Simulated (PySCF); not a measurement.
Job file and geometry (Å, from PBE0-D3(BJ)/def2-TZVP) of an NMR shielding run on SMILES S=BCl, BClS, PySCF 2.14.0, density-fitted response routines, GIAO B97-2/pcSseg-2 NMR shielding, non-relativistic, gas phase; density fitting, a coarse starting grid and PySCF grid level 2 are the driver's defaults:

```
$ OMP_NUM_THREADS=1 python probes_run.py task.json out

{"job": {"kind": "nmr", "xc": "B97-2", "basis": "pcSseg-2", "pop": false}, "charge": 0, "multiplicity": 1}
S     -1.672559     0.127006    -0.097026
B     -0.067050     0.088061    -0.107623
Cl     1.609460     0.046218    -0.118658
```

Task: Write the output of this run.

Result: 
```
coarse grid: 4336 points
cycle   1  E = -883.3775033822  dE =  3.643e-01  |g| = 2.749e-01  |ddm| = 1.481e+00
cycle   2  E = -883.3163532769  dE =  6.115e-02  |g| = 5.285e-01  |ddm| = 6.312e-01
cycle   3  E = -883.4005970044  dE = -8.424e-02  |g| = 8.027e-02  |ddm| = 4.368e-01
cycle   4  E = -883.4022541055  dE = -1.657e-03  |g| = 2.118e-02  |ddm| = 8.195e-02
cycle   5  E = -883.4023681615  dE = -1.141e-04  |g| = 5.400e-03  |ddm| = 1.725e-02
cycle   6  E = -883.4023750638  dE = -6.902e-06  |g| = 1.422e-03  |ddm| = 5.278e-03
final grid: 34704 points
cycle   7  E = -883.4062870258  dE = -2.425e-05  |g| = 6.643e-03  |ddm| = 1.493e-02
cycle   8  E = -883.4062737321  dE =  1.329e-05  |g| = 7.997e-03  |ddm| = 9.172e-03
cycle   9  E = -883.4062899151  dE = -1.618e-05  |g| = 3.221e-03  |ddm| = 8.435e-03
cycle  10  E = -883.4062928346  dE = -2.919e-06  |g| = 1.970e-04  |ddm| = 2.466e-03
cycle  11  E = -883.4062928424  dE = -7.847e-09  |g| = 4.859e-05  |ddm| = 1.854e-04
cycle  12  E = -883.4062928430  dE = -5.639e-10  |g| = 1.539e-05  |ddm| = 4.582e-05
converged SCF energy = -883.4062928430

GIAO shielding tensors (ppm)
atom      isotropic    diamagn.    paramagn.     s11        s22        s33       span
  0 S      624.815    1059.490    -434.674    406.489    406.491   1061.466    654.976
  1 B       62.631     202.719    -140.088    -20.143    -20.142    228.179    248.322
  2 Cl     868.816    1148.492    -279.675    726.806    726.808   1152.835    426.029
```

Task: Turn these shieldings into chemical shifts. Shifts are taken against calculated references (same method and geometry level): ³³S (σref 517.10) vs CS2; ¹¹B (σref 99.77) vs BF3·OEt2; ³⁵Cl (σref 941.52) vs HCl.

Result: Averaging equivalent atoms: S 0: -108; B 1: 37.1; Cl 2: 73 ppm. 

Size and cost of the density-fitted run: 122 basis functions, 5.8 s wall time on 1 thread of an Arm Neoverse N1, shared host; peak memory 0.41 GiB.
